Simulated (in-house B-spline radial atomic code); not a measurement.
Kr. Computed with a B-spline radial atomic code. Model: all-electron spherical atom, spin shells full or empty, radial basis limit, no spin-orbit coupling: exact exchange with a local potential (Slater, KLI or optimised effective potential, whose far tail is KLI's), no correlation.

Exchange potential has not reached -1/r at the last radius.

The run also made RPA and GW results, which its time includes.

The Slater potential averages the orbital exchange potentials with the orbital densities as weights, KLI adds orbital constants, and the optimised effective potential minimises the exact-exchange energy among local potentials. So their energies lie above Hartree-Fock in the order OEP, KLI, Slater. All fall off as −1/r, unlike LDA and GGA exchange.

Command:
```bash
python run_gw.py task.json out
```
Settings (lengths in bohr, energies in hartree):
```
Z                      36
electrons              36
configuration          [Ar] 3d10 4s2 4p6
hamiltonian            nr
method                 kli
lmax                   9
spin_polarised         False
box_radius             40
intervals              80
```

Run time, properties included: 4.9 s on 1 thread of Intel(R) Xeon(R) Platinum 8488C (Sapphire Rapids), with other jobs on the host.

Given: hamiltonian non-relativistic; mean-field start exchange-only KLI.

Computed: energy above Hartree-Fock 15.202 millihartree; virial ratio -E/T less 1 0.000534.

```
radius (bohr)  r times exchange potential (hartree bohr)
      0.00139                                  -0.039314
      0.00174                                  -0.049153
      0.00218                                  -0.061474
      0.00274                                  -0.077043
      0.00343                                  -0.096042
       0.0043                                   -0.11962
       0.0054                                   -0.14877
      0.00677                                   -0.18382
      0.00848                                   -0.22543
       0.0106                                   -0.27332
       0.0133                                   -0.32804
       0.0167                                   -0.38667
        0.021                                   -0.44489
       0.0263                                   -0.49437
        0.033                                   -0.52781
       0.0413                                   -0.53801
       0.0518                                   -0.53233
        0.065                                   -0.55032
       0.0815                                          ?
        0.102                                   -0.76979
        0.128                                   -0.88828
        0.161                                   -0.94027
        0.201                                   -0.90256
        0.252                                   -0.85335
        0.316                                   -0.98882
        0.397                                    -1.2317
        0.498                                          ?
        0.624                                    -1.3594
        0.782                                    -1.1691
        0.981                                   -0.96615
         1.23                                    -1.0451
         1.54                                    -1.2331
         1.93                                    -1.3354
         2.42                                    -1.3372
         3.04                                    -1.2734
         3.81                                    -1.1914
         4.78                                    -1.1213
```

(1) What belongs in the row 0.0815?

(2) What belongs in the row 0.498?

```json
{"occupied": "1s", "level (hartree)": "-510.74", "Hartree-Fock level (hartree)": "-520.17"}
{"occupied": "2s", "level (hartree)": "-66.565", "Hartree-Fock level (hartree)": "-69.903"}
{"occupied": "2p", "level (hartree)": "?", "Hartree-Fock level (hartree)": "?"}
{"occupied": "3s", "level (hartree)": "-9.6446", "Hartree-Fock level (hartree)": "-10.849"}
{"occupied": "3p", "level (hartree)": "-7.3859", "Hartree-Fock level (hartree)": "-8.3315"}
{"occupied": "3d", "level (hartree)": "-3.3321", "Hartree-Fock level (hartree)": "-3.8252"}
{"occupied": "4s", "level (hartree)": "-0.99239", "Hartree-Fock level (hartree)": "-1.1529"}
{"occupied": "4p", "level (hartree)": "-0.522", "Hartree-Fock level (hartree)": "-0.52419"}
```

(3) What belongs in the row 2p?

```json
{"empty": "5s", "level (hartree)": "-0.15499"}
{"empty": "5p", "level (hartree)": "?"}
{"empty": "4d", "level (hartree)": "-0.073301"}
{"empty": "6s", "level (hartree)": "-0.061773"}
```

(4) What belongs in the row 5p?

Answers

(1) r times exchange potential (hartree bohr): -0.63743.

(2) r times exchange potential (hartree bohr): -1.3822.

(3) level (hartree): -60.234; Hartree-Fock level (hartree): -63.01.

(4) level (hartree): -0.097944.

The highest level, 4p, differs from Hartree-Fock by +0.06 eV and the deepest, 1s, by +256 eV: a local potential can match the highest level but can't give each shell its own exchange.
